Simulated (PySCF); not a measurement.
Compound: nitric acid, HNO3.
Atom-mapped SMILES: `[O:1]=[N+:2]([O-:3])[OH:4]` (hydrogens: H5 on O4)

Cartesian coordinates in Å at the PBE0-D3(BJ)/def2-SVP level; atoms count from 1:
```
atom  x, y, z in Å
O1     0.005    0.755   -1.034
N2    -0.098   -0.237   -0.365
O3    -0.381   -1.344   -0.682
O4     0.148   -0.077    0.981
H5     0.358    0.868    1.065
```

Linear response at CAM-B3LYP/def2-SVPD (PySCF, frozen core in the response, non-relativistic).

Static isotropic polarisability: 25.12 au (3.72 Å³), principal values 16.2, 27.3, 31.8 au.

**Question.** What is the polarisability at 1064 nm and at the sodium D line?

**Answer.** 25.30 au at 1064 nm (+0.7 %), 25.75 au at 589.3 nm (+2.5 %). The rise at 589.3 nm is 3.37 times that at 1064 nm; a pure ω² law gives 3.26. The lowest singlet lies at 253 nm, shorter than both wavelengths.

**Question.** What is the isotropic C6 coefficient between two such molecules, C6 = (3/π)∫α(iω)² dω?

**Answer.** 312.8 au (Eh·bohr⁶) by a ten-point quadrature over imaginary frequencies, which is 187 eV·Å⁶ or 18 J·nm⁶/mol.

**Question.** Which effective excitation energy ω̄ makes London's formula C6 = (3/4)α²ω̄ exact here?

**Answer.** ω̄ = 4·C6/(3α²) = 0.661 Eh = 18.0 eV. A one-pole form α(ω) = α/(1 − ω²/ω̄²) fitted to the 1064 nm value gives 13.6 eV.

**Question.** What molar refraction at the D line follows from R = (4π/3)·N_A·α′, with α′ the polarisability volume?

**Answer.** α′ = 3.82 Å³ gives R = 9.62 cm³/mol, for isolated, non-vibrating species.

**Question.** The lowest 6 singlets have (eV, f): 4.90, 0.000; 5.99, 0.000; 7.47, 0.164; 7.69, 0.074; 8.61, 0.019; 9.04, 0.000. What share of the static polarisability do they carry in the sum over states α = Σ f/ω²?

**Answer.** 3.30 au, 13.1 % of α; the largest term, 2.18 au, is that of the state at 7.47 eV. Their oscillator strengths add up to 0.26. Higher states carry the rest.

**Question.** What three-body coefficient follows from the one-pole estimate C9 = (3/4)·α·C6?

**Answer.** 5890 au. This is an estimate from the two numbers above, not a computed integral.

One conformer stands for the species.
